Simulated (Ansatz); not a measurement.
Reaction (SMILES): O (H2O) + H+ → [OH3+]
B3LYP-D3(BJ)/def2-TZVP geometries, fixed; electronic energies without zero-point terms; positive where energy is released.

Effect of a fitting basis named in the input at PBE0/aug-cc-pVQZ with Ansatz (an electronic-structure program), against the last row, where the proton affinity is 172.89 kcal/mol. The default fits or decomposes integrals by the program's own choice; accuracy: high also tightens integrals, grids and stops.

```tsv
setting	largest shift of a total energy (mEh)	shift of the proton affinity (kcal/mol)
fitting: def2-SV(P)-JKFIT	-0.049	0.011
fitting: def2-universal-JKFIT	-0.049	0.011
fitting: cc-pVTZ-JKFIT	-0.006	-0.001
fitting: cc-pVQZ-JKFIT	-0.006	-0.002
fitting: cc-pV5Z-JKFIT	-0.004	-0.001
accuracy: high	-0.001	0.000
accuracy: medium (default)	0.000	0.000
```

Within 0.02 kcal/mol in the proton affinity: fitting: def2-SV(P)-JKFIT; fitting: def2-universal-JKFIT; fitting: cc-pVTZ-JKFIT; fitting: cc-pVQZ-JKFIT; fitting: cc-pV5Z-JKFIT; accuracy: high. The largest shift is 0.049 mEh in a total energy and 0.011 kcal/mol in the difference.
